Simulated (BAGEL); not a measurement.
# NO+ (nitrosonium): levels of theory compared

Wanted: a comparison of 6 runs (HF/def2-SVP, PBE0/def2-SVP, B3LYP/6-31G*, PBE0/def2-TZVP, RI-MP2/6-31G, RI-MP2/pcseg-1) of NO+ (nitrosonium). 

The results are computed with BAGEL 1.2.2.

6 further runs of the same task are left out: 6 set aside as unsound or not needed.

## Step 1: The structure to begin with

NO+ has 2 atoms, charge +1, and is taken as a singlet. As SMILES, `N#[O+]`. The bond length is the measured one.

Bond lengths: N1–O2 1.063 Å.

## Step 2: The energy at HF/def2-SVP (run 1)

The input, calc.json:

```json
{ "bagel": [

{
  "title": "molecule",
  "basis": "svp",
  "df_basis": "qzvpp-jkfit",
  "angstrom": "true",
  "geometry": [
    { "atom": "N", "xyz": [    0.000000,    0.000000,    0.000000 ] },
    { "atom": "O", "xyz": [    0.000000,    0.000000,    1.063220 ] }
  ]
},
{
  "title": "hf",
  "charge": 1,
  "df": "false"
},
{
  "title": "print",
  "file": "orbitals.molden",
  "orbitals": "true"
}

]}
```

Run with:

```sh
$ BAGEL_NUM_THREADS=1 BAGEL calc.json > calc.out
```

Standard output:

```text
* using 1 threads per process

  ===============================================================
  ===============================================================

  *** Geometry ***

  { "atom" : "N", "xyz" : [      0.000000,      0.000000,      0.000000 ] },
  { "atom" : "O", "xyz" : [      0.000000,      0.000000,      2.009195 ] },

  Number of auxiliary basis functions:      154

  Since a DF basis is specified, we compute 2- and 3-index integrals:
    o Being stored without compression. Storage requirement is 0.001 GB

  Number of basis functions:       28
  Number of electrons      :       15

    * METHOD: MOLECULE                             0.04

  *** RHF ***

  === Nuclear Repulsion ===
    27.8718645224

      * DIIS with orbital gradients will be used.

  === RHF iteration (svp) ===
      0       -126.80700605          0.08686740           0.01
      1       -128.62604997          0.05719154           0.01
      2       -128.77712047          0.01933958           0.01
      3       -128.79980877          0.00374200           0.01
      4       -128.80071584          0.00051540           0.01
      5       -128.80074673          0.00014464           0.01
      6       -128.80074944          0.00002349           0.01
      7       -128.80074952          0.00000269           0.01
      8       -128.80074952          0.00000047           0.01
      9       -128.80074953          0.00000023           0.01
     10       -128.80074953          0.00000010           0.01
     11       -128.80074953          0.00000001           0.01
    * SCF iteration converged.

    * Permanent dipole moment:
           (   -0.000000,     0.000000,     0.283437) a.u.

    * METHOD: HF                                   0.22

    * METHOD: PRINT                                0.00

  ===============================================================
```

Wall time 0.56 s (1 thread of Intel Xeon Platinum 8259CL at 2.50GHz (Skylake/Cascade Lake), shared host).

## Step 3: Energy and forces at PBE0/def2-SVP (density fitting with qzvpp-jkfit) (run 2)

The input, dft.json:

```json
{ "bagel": [

{
  "title": "molecule",
  "basis": "svp",
  "df_basis": "qzvpp-jkfit",
  "geometry": [
    { "atom": "N", "xyz": [  0.00000000,  0.00000000,  0.00000000 ] },
    { "atom": "O", "xyz": [  0.00000000,  0.00000000,  2.00919461 ] }
  ]
},
{
  "title": "force",
  "method": [
    { "title": "ks", "xc_func": "pbe0", "charge": 1 }
  ]
}

]}
```

Run with:

```sh
$ BAGEL_NUM_THREADS=1 BAGEL dft.json > dft.out
```

Standard output:

```text
* using 1 threads per process

  ===============================================================
  ===============================================================

  *** Geometry ***

  { "atom" : "N", "xyz" : [      0.000000,      0.000000,      0.000000 ] },
  { "atom" : "O", "xyz" : [      0.000000,      0.000000,      2.009195 ] },

  Number of auxiliary basis functions:      154

  Since a DF basis is specified, we compute 2- and 3-index integrals:
    o Being stored without compression. Storage requirement is 0.001 GB

  Number of basis functions:       28
  Number of electrons      :       15

    * METHOD: MOLECULE                             0.03

  The gradients will be computed analytically.

  *** Kohn-Sham DFT ***

    * Removing 2041 points whose weight is below 1.00e-10
    * Grid points: 27771

  === Nuclear Repulsion ===
    27.8718645378

       - DIIS with orbital gradients will be used.

  === KS iteration (pbe0 / svp) ===
      0       -118.34795038          0.23130498           0.04
      1       -114.58186003          0.41054005           0.04
      2       -117.30426412          0.28420091           0.04
      3       -126.71839358          0.20417340           0.03
      4       -128.92570472          0.09219330           0.03
      5       -128.82213679          0.10516637           0.03
      6       -128.74508765          0.11327630           0.03
      7       -129.14617115          0.06035333           0.03
      8       -129.29465247          0.00459722           0.04
      9       -129.29548476          0.00065007           0.04
     10       -129.29550291          0.00002974           0.04
     11       -129.29550295          0.00000728           0.04
     12       -129.29550295          0.00000008           0.04
     13       -129.29550295          0.00000001           0.04
     14       -129.29550295          0.00000000           0.04
    * SCF iteration converged.

    * Permanent dipole moment:
           (   -0.000000,    -0.000000,     0.171063) a.u.

  * Nuclear energy gradient

    o Atom   0
        x          0.0000000000
        y          0.0000000000
        z         -0.0117205386
    o Atom   1
        x         -0.0000000000
        y         -0.0000000000
        z          0.0117182561
  * Gradient computed with                              0.39

    * METHOD: FORCE                                1.01

  ===============================================================
```

Wall time 1.3 s (1 thread of Intel Xeon Platinum 8259CL at 2.50GHz (Skylake/Cascade Lake), shared host).

Runs 3 to 5 aren't shown in full; the table further down has their settings and results.

## Step 4: Energy and forces at RI-MP2/pcseg-1 (density fitting with qzvpp-jkfit, cc-pv5z-ri for correlation) (run 6)

The input, input.json:

```json
{ "bagel" : [

{
  "title" : "molecule",
  "basis" : "pcseg-1.json",
  "df_basis" : "qzvpp-jkfit",
  "geometry" : [
    { "atom" : "N", "xyz" : [     0.00000000,     0.00000000,     0.00000000 ] },
    { "atom" : "O", "xyz" : [     0.00000000,     0.00000000,     2.00919461 ] }
  ]
},

{
  "title" : "force",
  "method" : [
    { "title" : "mp2", "charge" : 1, "ncore" : 2, "aux_basis" : "cc-pv5z-ri" }
  ]
}

]}
```

The basis set pcseg-1 is read from a file made from the Basis Set Exchange's data (not shown).

Run with:

```sh
$ BAGEL_NUM_THREADS=1 BAGEL input.json > input.out
```

Standard output:

```text
* using 1 threads per process

  ===============================================================
  ===============================================================

  *** Geometry ***

  { "atom" : "N", "xyz" : [      0.000000,      0.000000,      0.000000 ] },
  { "atom" : "O", "xyz" : [      0.000000,      0.000000,      2.009195 ] },

  Number of auxiliary basis functions:      154

  Since a DF basis is specified, we compute 2- and 3-index integrals:
    o Being stored without compression. Storage requirement is 0.001 GB

  Number of basis functions:       28
  Number of electrons      :       15

    * METHOD: MOLECULE                             0.03

  The gradients will be computed analytically.

  *** RHF ***

  === Nuclear Repulsion ===
    27.8718645378

      * DIIS with orbital gradients will be used.

  === RHF iteration (pcseg-1.json) ===
      0       -128.80744967          0.03599662           0.00
      1       -128.82834644          0.03163605           0.00
      2       -128.87143875          0.00422765           0.00
      3       -128.87238731          0.00061269           0.00
      4       -128.87241944          0.00004988           0.00
      5       -128.87241959          0.00000884           0.00
      6       -128.87241959          0.00000183           0.00
      7       -128.87241960          0.00000043           0.00
      8       -128.87241960          0.00000012           0.00
      9       -128.87241960          0.00000002           0.00
     10       -128.87241960          0.00000000           0.00
    * SCF iteration converged.

    * Permanent dipole moment:
           (    0.000000,     0.000000,     0.306893) a.u.

  === DF-MP2 calculation ===

    * freezing 2 orbitals
  Number of auxiliary basis functions:      386

  Since a DF basis is specified, we compute 2- and 3-index integrals:
    o Being stored without compression. Storage requirement is 0.002 GB

  Number of basis functions:       28
  Number of electrons      :       15

      MP2 correlation energy:   -0.3377860173

    * Permanent dipole moment: MP2 unrelaxed
           (    0.000000,     0.000000,     0.256299) a.u.

  === Z-vector iteration ===

      0     0.00239628988590           0.00
      1     0.00061659871846           0.00
      2     0.00015772921079           0.00
      3     0.00003830599986           0.00
      4     0.00000738813841           0.00
      5     0.00000059941681           0.00
      6     0.00000003331962           0.00
      7     0.00000000340635           0.00

    * Permanent dipole moment: MP2 relaxed
           (   -0.000000,     0.000000,     0.109044) a.u.

  * Nuclear energy gradient

    o Atom   0
        x         -0.0000000000
        y          0.0000000000
        z          0.0846865449
    o Atom   1
        x          0.0000000000
        y         -0.0000000000
        z         -0.0846865450

    * METHOD: FORCE                                0.46

  ===============================================================
```

Run time: 0.75 s. Hardware: 1 thread of Intel Xeon Platinum 8259CL at 2.50GHz (Skylake/Cascade Lake), shared host.

## Step 5: Overview of the runs

```csv
run,level,integral approximation,task,energy (Eh),wall time
1,HF/def2-SVP,none,energy,-128.800750,0.56 s
2,PBE0/def2-SVP (density fitting with qzvpp-jkfit),qzvpp-jkfit,gradient,-129.295503,1.3 s
3,"B3LYP/6-31G* (density fitting with qzvpp-jkfit, Cartesian functions)",qzvpp-jkfit,energy,-129.529476,0.91 s
4,PBE0/def2-TZVP (density fitting with qzvpp-jkfit),qzvpp-jkfit,gradient,-129.456095,2.3 s
5,"RI-MP2/6-31G (density fitting with AutoAux, cc-pvdz-ri for correlation)",AutoAux,energy,-129.068239,0.3 s
6,"RI-MP2/pcseg-1 (density fitting with qzvpp-jkfit, cc-pv5z-ri for correlation)",qzvpp-jkfit,gradient,-129.210206,0.75 s
```

## Step 6: Summary of results

```
                                          quantity          value
                               run 6: total energy  -129.21021 Eh
run 6: correlation energy (2 core orbitals frozen)     -337.8 mEh
                   run 6: largest force on an atom     4.355 eV/Å
```

**Reading.** Totals of different functionals can't be ranked against each other. All runs together took 6.1 s, the longest 2.3 s.
